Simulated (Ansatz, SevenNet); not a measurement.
For 1T (CdI2-type) ZrSe₂, the machine-learned potential SevenNet-0 (trained on PBE and PBE+U data) gives:

equilibrium lattice constant a: 3.801 Å
lattice parameter c: 6.863 Å

What does LC-ωPBE (Ansatz, an electronic-structure program, plane waves, PAW) give for the same quantities?


- lattice constant a: 3.781 Å (drops by 0.5 %)
- lattice parameter c: 6.558 Å (falls by 4.4 %)

For comparison: lattice constant a 3.77 Å (measured, temperature not stated, not corrected to a static lattice; as tabulated in Björkman (2014), arXiv:1406.2436); lattice parameter c 6.122 Å (measured, temperature not stated, zero-point anharmonic expansion removed (computed with revB86b-DF2); no thermal correction; as tabulated in Björkman (2014), arXiv:1406.2436).

Changes are worked out from the printed values.

Unless a cell is named, each level is at its own relaxed cell (SevenNet-0 28.63, LC-ωPBE 27.06 Å³/atom).

Caveats: the cell comes from a level without a dispersion term, which matters for the spacing of layers, chains or molecules (LC-ωPBE). Ansatz's density-functional and Hartree–Fock values are scalar-relativistic unless marked +SOC, with PAW data made under PBE.
